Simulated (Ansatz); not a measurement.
System: rock-salt ZrC. Method: RPBE in Ansatz (PAW).

Settings: plane-wave cutoff 520 eV, 24×24×24 k mesh, Fermi–Dirac smearing 0.057 eV (set by the program), scalar-relativistic PAW data made under PBE.

Computed at the level's own relaxed cell.

Hill averages of the elastic tensor: K = 212.7 GPa, G = 156.7 GPa. Volume 13.249 Å³/atom, mean atomic mass 51.617 u.

Q: Work out the density, the sound velocities of a polycrystal and the elastic Debye temperature, and Pugh's ratio at this level.

A: ρ = 1.66054 × 51.617/13.249 = 6.469 g/cm³. v_l = √[(K + 4G/3)/ρ] = 8.073 km/s and v_t = √(G/ρ) = 4.922 km/s. The mean follows from 3/v_m³ = 1/v_l³ + 2/v_t³: v_m = 5.436 km/s. Θ_D = (ħ/k_B) v_m (6π²/V)^(1/3) = 76.38 K Å s/km × 5.436 × 1.6472 Å⁻¹ = 684 K, counting all atoms of the cell. K/G = 1.36, to be set beside Pugh's rough bound of 1.75 between brittle and ductile metals.

Ansatz is an electronic-structure program.
